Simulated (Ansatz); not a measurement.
# Si₂H₅Cl: taking an electron away

The task here is to estimate one member of a computed series from the others.

Program: Ansatz 0.2.0, Gaussian basis. Level of theory: unrestricted cation, the program's frozen cores in correlated methods. These are calculated values, not measurements.

Levels to be run: UKS PBE-D4/def2-TZVPP; UKS r2SCAN-D4/def2-TZVPP; UKS PBE0-D4/def2-TZVPP; UKS B3LYP-D4/def2-TZVPP; UKS wB97X-V/def2-TZVPP; UKS wB97M-V/def2-TZVPP; UKS B2PLYP/def2-TZVPP; UHF-CCSD(T)/def2-TZVPP; UHF-MP2/def2-QZVPP; extrapolation to the limit; then −ε(HOMO) from the neutral's earlier runs with LDA (SPW92), PBE-D4, revPBE-D4, BLYP-D4, r2SCAN-D4, B97M-V, PBE0-D4, B3LYP-D4, r2SCANh-D4, r2SCAN0-D4, HSE06-D4, BHLYP-D4, CAM-B3LYP-D4, LC-ωPBE, ωB97X-V, ωB97M-V.

## The geometry

The geometry comes from an earlier relaxation with PBE0-D4 in a triple-zeta def2 set; it is a stationary point, not always the lowest conformer.

SMILES `[SiH3][SiH2]Cl`, 8 atoms, charge 0, spin multiplicity 1.

Atoms are counted from 1 here; the program's logs count them from 0.

Bond lengths: Si1–Si2 2.338 Å, Si1–H4 1.488 Å, Si1–H5 1.486 Å, Si1–H6 1.486 Å, Si2–Cl3 2.065 Å, Si2–H7 1.485 Å, Si2–H8 1.485 Å. Angles: Si2–Si1–H4 109.6°, Si2–Si1–H5 109.6°, Si2–Si1–H6 109.6°, H4–Si1–H5 109.3°, H4–Si1–H6 109.3°, H5–Si1–H6 109.5°, Si1–Si2–Cl3 108.7°, Si1–Si2–H7 111.9°, Si1–Si2–H8 111.8°, Cl3–Si2–H7 107.7°, Cl3–Si2–H8 107.7°, H7–Si2–H8 108.8°.

Geometry (Å):

```
Si   -0.7065    0.8818   -0.3903
Si    0.5734   -0.9388    0.3259
Cl    2.4316   -0.2529    0.9080
H    -2.0530    0.4101   -0.8130
H    -0.0343    1.5407   -1.5400
H    -0.8545    1.8557    0.7221
H    -0.0418   -1.6228    1.4914
H     0.7772   -1.9309   -0.7599
```

Set-up of the first run:

in.yaml reads:

```yaml
crystal:
  periodic: [false, false, false]
  atoms:
    - {symbol: Si, position_ang: [-0.706459, 0.881805, -0.390293]}
    - {symbol: Si, position_ang: [0.573424, -0.938822, 0.325930]}
    - {symbol: Cl, position_ang: [2.431623, -0.252943, 0.908041]}
    - {symbol: H, position_ang: [-2.053039, 0.410125, -0.813029]}
    - {symbol: H, position_ang: [-0.034269, 1.540738, -1.540040]}
    - {symbol: H, position_ang: [-0.854542, 1.855741, 0.722090]}
    - {symbol: H, position_ang: [-0.041819, -1.622835, 1.491372]}
    - {symbol: H, position_ang: [0.777180, -1.930910, -0.759870]}
basis:
  gaussian: {orbitals: def2-TZVPP}
total_charge: 1
magnetization: {spin_polarized: true, initial_magnetization: 1}
hamiltonian: {xc: pbe, dispersion: d4}
```

Among the steps run: Cation, UKS PBE-D4/def2-TZVPP; Cation, UKS r2SCAN-D4/def2-TZVPP; Cation, UKS PBE0-D4/def2-TZVPP; Cation, UKS B3LYP-D4/def2-TZVPP; Cation, UKS wB97X-V/def2-TZVPP; Cation, UKS wB97M-V/def2-TZVPP; Cation, UKS B2PLYP (frozen core)/def2-TZVPP; Cation, UHF-CCSD(T)/def2-TZVPP; Cation, UHF-MP2/def2-QZVPP.

One of the session's tables, all rows but one given; the rest of the session is left out.

Orbital estimates, from the neutral's runs:

```
  functional  −ε(HOMO) (eV)
 LDA (SPW92)           7.11
      PBE-D4           7.03
   revPBE-D4           7.00
     BLYP-D4           6.89
   r2SCAN-D4              ?
      B97M-V           7.45
     PBE0-D4           8.21
    B3LYP-D4           8.00
  r2SCANh-D4           7.75
  r2SCAN0-D4           8.39
    HSE06-D4           7.82
    BHLYP-D4           9.29
CAM-B3LYP-D4           9.50
     LC-ωPBE          10.82
     ωB97X-V          10.49
     ωB97M-V          10.26
```

Q: Estimate the row for r2SCAN-D4 from the others.

Worked estimate for «−ε(HOMO) (eV)». Against the share of exact exchange, r2SCANh-D4 (0.1, 7.75), r2SCAN0-D4 (0.25, 8.39) give a slope of 4.27 per unit share; at 0 the line stands at 7.32.

As computed: −ε(HOMO) (eV): 7.32. In «−ε(HOMO) (eV)» the line misses by 0.00.
